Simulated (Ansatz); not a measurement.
Relaxation of C3H5N (9 atoms, charge 0, multiplicity 1), to a largest force component of 0.015 eV/Å in at most 40 steps.

The calculation used RKS B3LYP-D4/def2-SVP (Ansatz 0.2.0).

```xyz
9
Properties=species:S:1:pos:R:3
C -0.361 0.767 -0.418
C -0.130 -0.332 0.531
C 0.228 0.222 1.820
N 0.437 0.692 2.942
H -0.683 0.428 -1.439
H -1.236 1.443 -0.060
H 0.495 1.459 -0.545
H 0.646 -0.957 0.203
H -1.072 -0.976 0.611
```

**Question.** Where does it end, and by what steps?

**Answer.** The run converged. After 5 steps the energy has fallen by 0.576 eV; N4 moved furthest, 0.08 Å.

| step | energy less start (eV) | largest force component (eV/Å) | accepted |
| --- | --- | --- | --- |
| 0 | 0.0000 | 7.731 | yes |
| 1 | -0.5429 | 0.985 | yes |
| 2 | -0.5713 | 0.203 | yes |
| 3 | -0.5734 | 0.197 | yes |
| 4 | -0.5750 | 0.044 | yes |
| 5 | -0.5755 | 0.002 | yes |

```xyz
9
Properties=species:S:1:pos:R:3
C -0.408 0.824 -0.456
C -0.148 -0.302 0.555
C 0.197 0.196 1.890
N 0.466 0.612 2.937
H -0.669 0.396 -1.435
H -1.238 1.467 -0.128
H 0.484 1.456 -0.582
H 0.675 -0.952 0.212
H -1.035 -0.950 0.653
```

Whether the end is a true minimum wasn't checked by a vibrational analysis.

The run took 15 s on 1 thread of Arm Neoverse V2, on a shared host, peak memory 0.15 GiB.
